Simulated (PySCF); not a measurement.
From one molecule to another.

First species: ClF.
SMILES: `FCl`

Second species: SnCl2.
SMILES: `[Cl][Sn][Cl]`

Levels: CAM-B3LYP/def2-SVPD for dipole moment, HOMO energy, LUMO energy, HOMO–LUMO gap and static isotropic polarisability; TDDFT CAM-B3LYP/def2-SVPD for lowest singlet excitation; TDA CAM-B3LYP/def2-SVPD for lowest triplet excitation (Tamm–Dancoff); PBE0-D3(BJ)/def2-SVP for smallest rotational constant. Geometries: PBE0-D3(BJ)/def2-SVP. All species are isolated and taken at one optimised geometry (atoms past krypton carry core potentials, spin–orbit coupling is left out). Electronic properties by PySCF.

Values for the first species:

| Item | Value |
| --- | --- |
| Dipole moment | 1.03 D |
| HOMO energy | -11.15 eV |
| LUMO energy | -2.24 eV |
| HOMO–LUMO gap | 8.91 eV |
| Lowest singlet excitation | 3.95 eV |
| Lowest triplet excitation (Tamm–Dancoff) | 2.87 eV |
| Static isotropic polarisability | 18.1 au |
| Smallest rotational constant | 15.196 GHz |

**Question.** Estimate the same properties for the second species, and the change in each.

**Answer.** 
```json
{"property": "dipole moment", "first": "1.03 D", "second": "3.65 D", "second less first": "+2.62 D"}
{"property": "HOMO energy", "first": "-11.15 eV", "second": "-9.42 eV", "second less first": "+1.73 eV"}
{"property": "LUMO energy", "first": "-2.24 eV", "second": "-2.36 eV", "second less first": "-0.12 eV"}
{"property": "HOMO–LUMO gap", "first": "8.91 eV", "second": "7.06 eV", "second less first": "-1.85 eV"}
{"property": "lowest singlet excitation", "first": "3.95 eV", "second": "3.89 eV", "second less first": "-0.06 eV"}
{"property": "lowest triplet excitation (Tamm–Dancoff)", "first": "2.87 eV", "second": "2.90 eV", "second less first": "+0.03 eV"}
{"property": "static isotropic polarisability", "first": "18.1 au", "second": "69.3 au", "second less first": "+51.2 au"}
{"property": "smallest rotational constant", "first": "15.196 GHz", "second": "1.513 GHz", "second less first": "-13.683 GHz"}
```

On the first: A dipole of 1.03 D is allowed in C∞v, and pure rotational transitions are dipole-allowed. S1 lies 4.96 eV below the HOMO–LUMO gap.

On the second: The dipole matches unit charges of opposite sign 0.76 Å apart (1 e·Å = 4.8032 D). The principal polarisabilities are 51.8, 71.0 and 85.0 au; their mean is the isotropic value. Atoms past krypton carry effective core potentials; spin–orbit coupling is left out.
